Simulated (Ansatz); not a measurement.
What does this script print? It uses Ansatz 0.2.0, Python API.

`disp.py`:
```python
import ansatz as az


def main() -> None:
    geometry = (
        az.Crystal.molecule()
        .atom("F", [-2.4562, 0.8575, -0.6761])
        .atom("C", [-1.2224, 0.656, -0.1775])
        .atom("C", [-0.5014, -0.4065, -0.5414])
        .atom("C", [0.8277, -0.7362, -0.0824])
        .atom("C", [1.5116, -0.0253, 0.7646])
        .atom("S", [2.4613, 0.9545, 1.9356])
        .atom("H", [-0.9503, 1.4444, 0.5102])
        .atom("H", [-0.9434, -1.1017, -1.2523])
        .atom("H", [1.2731, -1.6426, -0.4807])
    )

    job = geometry.calculation().basis(gaussian="def2-SVP")
    for name in ["b3lyp", "pbe0"]:
        for correction in ("d3bj", "d4"):
            summary = job.functional(name, dispersion=correction).run(threads=1, backend="cpu").report
            print(f"{name:8s} {correction:5s} total {summary['free_energy_ev']:.5f} eV, of which dispersion {1000 * summary['dispersion']['energy']['ev']:.2f} meV")


if __name__ == "__main__":
    main()
```

```console
$ python disp.py
b3lyp    d3bj  total -17738.21801 eV, of which dispersion -355.48 meV
b3lyp    d4    total -17738.17955 eV, of which dispersion -317.01 meV
pbe0     d3bj  total -17726.04536 eV, of which dispersion -178.52 meV
pbe0     d4    total -17726.03487 eV, of which dispersion -168.02 meV
```

Notes:
- Total energies depend on the basis set; only differences at equal settings carry meaning.
- The geometry is a force-field or estimated start, not a minimum of this method, and the basis set is short of its limit. D4 holds the three-body term, and d3bj doesn't.
- b3lyp holds the VWN-RPA fit, as in Gaussian; the form of ORCA and Turbomole is b3lyp5.
- Finished in 13 s on 1 thread of Arm Neoverse V1, on a shared host, peak memory 0.25 GiB.
